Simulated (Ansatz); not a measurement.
Cartesian coordinates (Å):
SMILES: [OH]
```xyz
2

O      0.4865     0.0000     0.0000
H     -0.4865     0.0000     0.0000
```
Charge 0, spin multiplicity 2.

Calculation: frozen-core CCSD(T)/cc-pVTZ // PBE0-D3(BJ)/def2-TZVP run with Ansatz (a quantum-chemistry and plane-wave program).

| Item | Result |
|---|---|
| HF energy | -75.41913 Ha |
| MP2 correlation energy | -0.19975 Ha |

Q: Estimate the CCSD correlation energy, the (T) correction, the total energy and the T1 diagnostic.

A: 
```
Item                           Result
-----------------------  ------------
CCSD correlation energy   -0.21349 Ha
(T) correction            -0.00510 Ha
CCSD(T) total energy     -75.63772 Ha
T1 diagnostic                   0.007
```
